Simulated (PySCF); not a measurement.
B3LYP has the VWN-RPA correlation part, as in Gaussian. Excitations are Tamm–Dancoff values on a coarser integration grid. The basis has no diffuse functions, so Rydberg states are missing or too high.

F₄Si, SMILES `F[Si](F)(F)F` (charge 0, multiplicity 1)

Method: B3LYP-D3(BJ)/def2-TZVP (PySCF 2.14.0).

```
Item                                                                         Result
-------------------------------------------  --------------------------------------
HOMO                                                                      -12.45 eV
dipole moment                                                                0.00 D
LUMO                                                                        0.05 eV
HOMO–LUMO gap                                                              12.50 eV
S1 excitation (TDA)                                                        11.07 eV
S1 oscillator strength                                                        0.000
brightest of the four lowest singlets (TDA)                                12.30 eV
T1 excitation (TDA)                                                        10.71 eV
S1–T1 gap (TDA)                                                             0.35 eV
total energy                                                           -18758.49 eV
cost                                         about 40 core-seconds (a rough figure)
```

Bonds (Å): F1–Si2 1.567, Si2–F3 1.567, Si2–F4 1.567, Si2–F5 1.567. Bond angles (°): F1–Si2–F3 109.5, F1–Si2–F4 109.5, F1–Si2–F5 109.5, F3–Si2–F4 109.5, F3–Si2–F5 109.5, F4–Si2–F5 109.5.
